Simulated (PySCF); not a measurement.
Structure problem from calculated spectra and properties.

Formula: C3H7Cl.

| Item | Value |
| --- | --- |
| Dipole | 2.26 D [CAM-B3LYP/def2-SVPD] |
| 1H NMR | chemical shifts (computed TMS as zero) by class: 4.05 (1 H), 1.46 (6 H) ppm [GIAO PBE0/pcSseg-1] |
| 13C NMR | chemical shifts (computed TMS as zero) by class: 59.3 (1 C), 29.6 (2 C) ppm [GIAO PBE0/pcSseg-1] |
| Rotational structure | rotational constants A, B, C: 8.122, 4.616, 3.243 GHz [GFN2-xTB] |
| XPS | Cl2p3/2 205.6, C1s 291.0 (×2), C1s 292.3, Cl1s 2828.2 eV [ΔSCF SCAN, pcX-2 on the ionised atom, pcseg-1 elsewhere, spin-free X2C, 2p3/2 from a spin–orbit splitting computed afterwards within the 2p shell] |
| Polarisability | 52.7 au [CAM-B3LYP/def2-SVPD] |

Gas-phase values; electronic properties from PySCF, density fitting. Levels stand in brackets. Geometry: GFN2-xTB; no solvent, vibrations or thermal averaging. Each NMR value is the plain mean over a class of atoms that symmetry, rotation or inversion makes alike.

Question: Propose a structure and show how it fits.

Answer: Numbering: `[CH3:1][CH:2]([CH3:3])[Cl:4]`. Its formula, C3H7Cl, gives 0 degrees of unsaturation, so no ring and no π bond. 3 carbons fall into 2 classes; from least to most shielded: sp3 C–Cl carbon [C2] (59.3 ppm), methyl carbon [C1/C3] (29.6 ppm, 2 C). Hydrogen classes from least to most shielded: 1 H on an sp3 C–Cl carbon, C2 (4.05 ppm), 6 H on 2 methyl carbons, C1/C3 (1.46 ppm). The core levels belong to: Cl2p3/2 205.6 eV, alkyl chlorine [Cl4]; C1s 291.0 eV, methyl carbon [C1/C3]; C1s 292.3 eV, sp3 C–Cl carbon [C2]; Cl1s 2828.2 eV, alkyl chlorine [Cl4]. The optimised geometry has point group Cs and is an asymmetric top. Structure: 2-chloropropane, `CC(C)Cl`. Computed isomers that give other values at the same levels: `CCCCl` (13C chemical shifts (computed TMS as zero) by class: 51.9 (1 C), 32.2 (1 C), 14.2 (1 C) ppm). The assignments are read from this structure; whether some other isomer fits the data as well wasn't checked.
